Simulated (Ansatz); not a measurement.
**C3H3Cl: how energies converge with the basis set**

One table from this session's results is given with a row withheld; the runs are named, their logs left out.

Method: one geometry, several basis sets; program: Ansatz 0.2.0, Gaussian basis.

The runs, in order: PBE0-D4/def2-SVP; ωB97M-V/def2-SVP; PBE0-D4/def2-QZVPP; ωB97M-V/def2-QZVPP; the functionals' def2-TZVPP values are taken from earlier runs.

## The relaxed structure

An earlier PBE0-D4 in a triple-zeta def2 set relaxation fixed the geometry.

SMILES `C#CCCl`, 7 atoms, charge 0, spin multiplicity 1.

Atoms are counted from 1 here; the program's logs count them from 0.

Bond lengths: C1–C2 1.199 Å, C1–H5 1.064 Å, C2–C3 1.443 Å, C3–Cl4 1.790 Å, C3–H6 1.090 Å, C3–H7 1.090 Å. Angles: C2–C1–H5 179.8°, C1–C2–C3 179.3°, C2–C3–Cl4 112.2°, C2–C3–H6 111.0°, C2–C3–H7 111.0°, Cl4–C3–H6 106.8°, Cl4–C3–H7 106.8°, H6–C3–H7 108.8°.

Set-up of the first run:

File in.yaml:

```yaml
crystal:
  periodic: [false, false, false]
  atoms:
    - {symbol: C, position_ang: [-1.556153, 0.353719, -0.675550]}
    - {symbol: C, position_ang: [-0.459523, 0.152150, -0.234696]}
    - {symbol: C, position_ang: [0.865875, -0.074060, 0.288547]}
    - {symbol: Cl, position_ang: [0.994958, -1.635448, 1.154310]}
    - {symbol: H, position_ang: [-2.531093, 0.529143, -1.065163]}
    - {symbol: H, position_ang: [1.603957, -0.097304, -0.513225]}
    - {symbol: H, position_ang: [1.143280, 0.703702, 1.000077]}
basis:
  gaussian: {orbitals: def2-SVP}
hamiltonian: {xc: pbe0, dispersion: d4}
output: {orbitals: {seedname: orbitals}}
```

Started as:

```sh
$ ansatz run in.yaml --threads 2 --pin off --events-out ev --progress --plain --max-ram 4352MiB
```

Among the steps run: PBE0-D4 in def2-SVP; ωB97M-V in def2-SVP; PBE0-D4 in def2-QZVPP; ωB97M-V in def2-QZVPP.

One of the session's tables, all rows but one given; the rest of the session is left out.

It belongs to the step «Functionals by basis». 

```
functional       basis  HOMO (eV)  LUMO (eV)
   PBE0-D4    def2-SVP      -8.04      -0.02
   PBE0-D4  def2-TZVPP      -8.15      -0.35
   PBE0-D4  def2-QZVPP          ?          ?
   ωB97M-V    def2-SVP     -10.29       2.27
   ωB97M-V  def2-TZVPP     -10.42       1.81
   ωB97M-V  def2-QZVPP     -10.45       1.54
```

Q: Estimate the row for PBE0-D4, def2-QZVPP from the others.

**Answer.** HOMO (eV): -8.18; LUMO (eV): -0.47. In the column «HOMO (eV)» it lies between ωB97M-V, def2-SVP (-10.29) and PBE0-D4, def2-TZVPP (-8.15).
